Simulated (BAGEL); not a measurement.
**A workflow on BSiH5 (boranylsilane)**

Wanted: a single-point energy (HF/def2-SVP), then the energy (NEVPT2(2,2)/def2-SVP), then the energy (CASPT2(2,2)/def2-SVP) of BSiH5 (boranylsilane). 

The results are computed with BAGEL 1.2.2.

1 further run of the same task is left out (set aside as unsound or not needed).

### Step 1. Starting point

BSiH5 has 7 atoms, charge 0, and is taken as a singlet. SMILES: `B[SiH3]`. The Si2–H5 distance was set to 4.179 Å, away from the relaxed value. At this shape a bond of the SMILES string is far longer than usual.

Bond lengths: B1–Si2 2.010 Å, B1–H3 1.196 Å, B1–H4 1.195 Å, Si2–H6 1.492 Å, Si2–H7 1.487 Å. Angles: B1–Si2–H6 108.8°, B1–Si2–H7 115.1°, Si2–B1–H3 118.9°, Si2–B1–H4 123.6°, H6–Si2–H7 108.3°, H3–B1–H4 117.5°.

### Step 2. A single-point energy at HF/def2-SVP (density fitting with svp-jkfit) (run 1)

input.json reads:

```json
{ "bagel": [

{
  "title": "molecule",
  "basis": "svp",
  "df_basis": "svp-jkfit",
  "geometry": [
    { "atom": "B", "xyz": [  2.31673620, -3.29487545,  4.73552328 ] },
    { "atom": "Si", "xyz": [  2.56674696,  0.43601084,  4.06882790 ] },
    { "atom": "H", "xyz": [  0.27054075, -4.24276207,  4.89766178 ] },
    { "atom": "H", "xyz": [  4.11122013, -4.64319504,  4.98326637 ] },
    { "atom": "H", "xyz": [ -1.16407129,  2.06622654, -2.69701713 ] },
    { "atom": "H", "xyz": [  1.21993916,  1.81815653,  6.12503890 ] },
    { "atom": "H", "xyz": [  5.18477354,  1.44417973,  3.89686282 ] }
  ]
},
{ "title": "hf" },
{ "title": "print", "file": "orbitals.molden", "orbitals": true }

]}
```

Started as:

```bash
$ BAGEL_NUM_THREADS=1 BAGEL input.json > input.out
```

What it wrote:

```text
* using 1 threads per process

  ===============================================================
  ===============================================================

  *** Geometry ***

  { "atom" : "B", "xyz" : [      2.316736,     -3.294875,      4.735523 ] },
  { "atom" : "Si", "xyz" : [      2.566747,      0.436011,      4.068828 ] },
  { "atom" : "H", "xyz" : [      0.270541,     -4.242762,      4.897662 ] },
  { "atom" : "H", "xyz" : [      4.111220,     -4.643195,      4.983266 ] },
  { "atom" : "H", "xyz" : [     -1.164071,      2.066227,     -2.697017 ] },
  { "atom" : "H", "xyz" : [      1.219939,      1.818157,      6.125039 ] },
  { "atom" : "H", "xyz" : [      5.184774,      1.444180,      3.896863 ] },

  Number of auxiliary basis functions:      293

  Since a DF basis is specified, we compute 2- and 3-index integrals:
    o Being stored without compression. Storage requirement is 0.008 GB

  Number of basis functions:       57
  Number of electrons      :       24

    * METHOD: MOLECULE                             0.07

  *** RHF ***

  === Nuclear Repulsion ===
    43.6263730113

      * DIIS with orbital gradients will be used.

  === RHF iteration (svp) ===
      0       -316.02329170          0.01334343           0.01
      1       -316.01971402          0.01282159           0.01
      2       -316.11610639          0.00390369           0.01
      3       -316.12391859          0.00069155           0.01
      4       -316.12420362          0.00018049           0.01
      5       -316.12422924          0.00004766           0.01
      6       -316.12423089          0.00001931           0.01
      7       -316.12423118          0.00000411           0.01
      8       -316.12423119          0.00000224           0.01
      9       -316.12423119          0.00000059           0.01
     10       -316.12423119          0.00000025           0.01
     11       -316.12423119          0.00000004           0.01
     12       -316.12423119          0.00000001           0.01
     13       -316.12423119          0.00000001           0.01
    * SCF iteration converged.

    * Permanent dipole moment:
           (   -0.919025,     0.643955,    -1.702633) a.u.

    * METHOD: HF                                   0.16

    * METHOD: PRINT                                0.01

  ===============================================================
```

Run time: 0.44 s. Hardware: 1 thread of Intel Xeon Platinum 8488C (Sapphire Rapids), shared host; peak memory 0.15 GiB.

### Step 3. The energy at NEVPT2(2,2)/def2-SVP (density fitting with svp-jkfit) (run 2)

input.json reads:

```json
{ "bagel" : [

{
  "title" : "molecule",
  "basis" : "svp",
  "df_basis" : "svp-jkfit",
  "geometry" : [
    { "atom" : "B", "xyz" : [  2.31673620, -3.29487545,  4.73552328 ] },
    { "atom" : "Si", "xyz" : [  2.56674696,  0.43601084,  4.06882790 ] },
    { "atom" : "H", "xyz" : [  0.27054075, -4.24276207,  4.89766178 ] },
    { "atom" : "H", "xyz" : [  4.11122013, -4.64319504,  4.98326637 ] },
    { "atom" : "H", "xyz" : [ -1.16407129,  2.06622654, -2.69701713 ] },
    { "atom" : "H", "xyz" : [  1.21993916,  1.81815653,  6.12503890 ] },
    { "atom" : "H", "xyz" : [  5.18477354,  1.44417973,  3.89686282 ] }
  ]
},
{
  "title" : "hf"
},
{
  "title" : "casscf",
  "nstate" : 1,
  "nact" : 2,
  "nclosed" : 11,
  "active" : [12, 13],
  "maxiter" : 200,
  "natocc" : true
},
{
  "title" : "nevpt2",
  "nstate" : 1,
  "nact" : 2,
  "nclosed" : 11,
  "active" : [12, 13],
  "maxiter" : 200,
  "natocc" : true,
  "ncore" : 6
},
{
  "title" : "print",
  "file" : "orbitals.molden",
  "orbitals" : true
}

]}
```

Started as:

```bash
$ BAGEL_NUM_THREADS=1 BAGEL input.json > input.out
```

What it wrote:

```text
* using 1 threads per process

  ===============================================================
  ===============================================================

  *** Geometry ***

  { "atom" : "B", "xyz" : [      2.316736,     -3.294875,      4.735523 ] },
  { "atom" : "Si", "xyz" : [      2.566747,      0.436011,      4.068828 ] },
  { "atom" : "H", "xyz" : [      0.270541,     -4.242762,      4.897662 ] },
  { "atom" : "H", "xyz" : [      4.111220,     -4.643195,      4.983266 ] },
  { "atom" : "H", "xyz" : [     -1.164071,      2.066227,     -2.697017 ] },
  { "atom" : "H", "xyz" : [      1.219939,      1.818157,      6.125039 ] },
  { "atom" : "H", "xyz" : [      5.184774,      1.444180,      3.896863 ] },

  Number of auxiliary basis functions:      293

  Since a DF basis is specified, we compute 2- and 3-index integrals:
    o Being stored without compression. Storage requirement is 0.008 GB

  Number of basis functions:       57
  Number of electrons      :       24

    * METHOD: MOLECULE                             0.06

  *** RHF ***

  === Nuclear Repulsion ===
    43.6263730113

      * DIIS with orbital gradients will be used.

  === RHF iteration (svp) ===
      0       -316.02329170          0.01334343           0.01
      1       -316.01971402          0.01282159           0.01
      2       -316.11610639          0.00390369           0.01
      3       -316.12391859          0.00069155           0.01
      4       -316.12420362          0.00018049           0.01
      5       -316.12422924          0.00004766           0.01
      6       -316.12423089          0.00001931           0.01
      7       -316.12423118          0.00000411           0.01
      8       -316.12423119          0.00000224           0.01
      9       -316.12423119          0.00000059           0.01
     10       -316.12423119          0.00000025           0.01
     11       -316.12423119          0.00000004           0.01
     12       -316.12423119          0.00000001           0.01
     13       -316.12423119          0.00000001           0.01
    * SCF iteration converged.

    * Permanent dipole moment:
           (   -0.919025,     0.643955,    -1.702633) a.u.

    * METHOD: HF                                   0.16

  ---------------------------
      CASSCF calculation
  ---------------------------

    ==== Active orbitals : =====
         Orbital 12
         Orbital 13
    ============================

    * nstate   :      1
    * nclosed  :     11
    * nact     :      2
    * nvirt    :     44
  === CASSCF iteration (svp) ===

    * Using the second-order algorithm

      0  0      -316.22867824     1.02e-02      0.00

      1  0      -316.25478948     5.56e-04      0.07

      2  0      -316.25486670     5.73e-05      0.06

      3  0      -316.25486731     1.28e-05      0.07

      4  0      -316.25486734     2.89e-06      0.06

      5  0      -316.25486734     6.54e-07      0.06

      6  0      -316.25486734     1.48e-07      0.06

      7  0      -316.25486734     3.34e-08      0.06

      8  0      -316.25486734     7.56e-09      0.04

    * Second-order optimization converged. *

     guess   0:   closed 1.                   open ..

  === FCI iteration ===

      0  0      -316.10120028     9.06e-02      0.00
      1  0      -316.25114694     1.78e-02      0.00
      2  0 *    -316.25486734     1.67e-16      0.00

     * ci vector, state   0, <S^2> = 0.0000
       2.     0.7584991619
       .2    -0.6516740147

    * METHOD: CASSCF                               0.51

    * freezing 6 orbitals

  === DF-NEVPT2 calculation ===

    * 3-index integral transformation done
    * assembly done

      NEVPT2 correlation energy:   -0.1703351433      0.03

          (+0)     -0.1423291139
          (+0)'    -0.0039845427
          (+1)     -0.0047946575
          (+1)'    -0.0000000000
          (+2)     -0.0000127945
          (-1)     -0.0191675019
          (-1)'     0.0000000000
          (-2)     -0.0000465328

      NEVPT2 total energy:       -316.4252024877

    * METHOD: NEVPT2                               0.06

    * METHOD: PRINT                                0.01

  ===============================================================
```

It took 0.98 s on 1 thread of Intel Xeon Platinum 8488C (Sapphire Rapids), shared host; peak memory 0.15 GiB.

### Step 4. The energy at CASPT2(2,2)/def2-SVP (density fitting with svp-jkfit) (run 3)

calc.json reads:

```json
{ "bagel": [

{
  "title": "molecule",
  "basis": "svp",
  "df_basis": "svp-jkfit",
  "angstrom": "false",
  "geometry": [
    { "atom": "B", "xyz": [  2.31673620, -3.29487545,  4.73552328 ] },
    { "atom": "Si", "xyz": [  2.56674696,  0.43601084,  4.06882790 ] },
    { "atom": "H", "xyz": [  0.27054075, -4.24276207,  4.89766178 ] },
    { "atom": "H", "xyz": [  4.11122013, -4.64319504,  4.98326637 ] },
    { "atom": "H", "xyz": [ -1.16407129,  2.06622654, -2.69701713 ] },
    { "atom": "H", "xyz": [  1.21993916,  1.81815653,  6.12503890 ] },
    { "atom": "H", "xyz": [  5.18477354,  1.44417973,  3.89686282 ] }
  ]
},
{ "title": "hf" },
{ "title": "casscf", "nstate": 1, "nact": 2, "nclosed": 11, "active": [12, 13], "maxiter": 200, "natocc": "true" },
{ "title": "print", "file": "orbitals.molden", "orbitals": "true" },
{ "title": "smith", "method": "caspt2", "ms": "true", "xms": "true", "sssr": "true", "shift": 0.2, "shift_imag": "true", "ncore": 6 }

]}
```

Started as:

```bash
$ BAGEL_NUM_THREADS=1 BAGEL calc.json > calc.out
```

What it wrote:

```text
* using 1 threads per process

  ===============================================================
  ===============================================================

  *** Geometry ***

  { "atom" : "B", "xyz" : [      2.316736,     -3.294875,      4.735523 ] },
  { "atom" : "Si", "xyz" : [      2.566747,      0.436011,      4.068828 ] },
  { "atom" : "H", "xyz" : [      0.270541,     -4.242762,      4.897662 ] },
  { "atom" : "H", "xyz" : [      4.111220,     -4.643195,      4.983266 ] },
  { "atom" : "H", "xyz" : [     -1.164071,      2.066227,     -2.697017 ] },
  { "atom" : "H", "xyz" : [      1.219939,      1.818157,      6.125039 ] },
  { "atom" : "H", "xyz" : [      5.184774,      1.444180,      3.896863 ] },

  Number of auxiliary basis functions:      293

  Since a DF basis is specified, we compute 2- and 3-index integrals:
    o Being stored without compression. Storage requirement is 0.008 GB

  Number of basis functions:       57
  Number of electrons      :       24

    * METHOD: MOLECULE                             0.06

  *** RHF ***

[... 11 lines left out ...]
    * SCF iteration converged.
[... 1 line left out ...]
    * Permanent dipole moment:
[... 27 lines left out ...]
    * Second-order optimization converged. *
[... 9 lines left out ...]
     * ci vector, state   0, <S^2> = 0.0000
[... 16 lines left out ...]
    * Zeroth order energy : state  0       -0.3365791287

    * CASPT2 iteration is performed using orthogonal basis

      -------------------------------------------  CASPT2 iteration  ---------------------------------------------------
       #      aibj      arbs      arbi      airj      risj      airs      arst      rist         Etot      error   time
      ------------------------------------------------------------------------------------------------------------------

       0  -0.14129  -0.00006  -0.02107  -0.00531  -0.00002  -0.00382  -0.00000  -0.00000   -0.1715726  0.0004789   0.02
       1  -0.14129  -0.00006  -0.02108  -0.00531  -0.00002  -0.00386  -0.00000  -0.00000   -0.1716316  0.0000590   0.01
       2  -0.14129  -0.00006  -0.02108  -0.00531  -0.00002  -0.00387  -0.00000  -0.00000   -0.1716326  0.0000052   0.01
       3  -0.14129  -0.00006  -0.02108  -0.00531  -0.00002  -0.00387  -0.00000  -0.00000   -0.1716326  0.0000006   0.01

      ------------------------------------------------------------------------------------------------------------------

    * CASPT2 energy : state  0     -316.4282216366
        w/o shift correction       -316.4264999699
        reference weight              0.9274559335

    * METHOD: SMITH                                0.10

  ===============================================================
```

Run time: 1 s. Hardware: 1 thread of Intel Xeon Platinum 8488C (Sapphire Rapids), shared host; peak memory 0.15 GiB.

### Step 5. Outcome

```
                                 quantity          value
         run 1, HF/def2-SVP: total energy  -316.12423 Eh
        run 1, HF/def2-SVP: dipole moment         5.18 D
          run 1, HF/def2-SVP: HOMO energy       -6.85 eV
          run 1, HF/def2-SVP: LUMO energy       -2.33 eV
        run 1, HF/def2-SVP: HOMO–LUMO gap        4.52 eV
run 2, NEVPT2(2,2)/def2-SVP: total energy  -316.42520 Eh
run 3, CASPT2(2,2)/def2-SVP: total energy  -316.42822 Eh
```

What this shows: One bond (run 1, HF/def2-SVP) is far stretched, which a spin-restricted single reference describes badly; a broken-symmetry solution may lie lower.
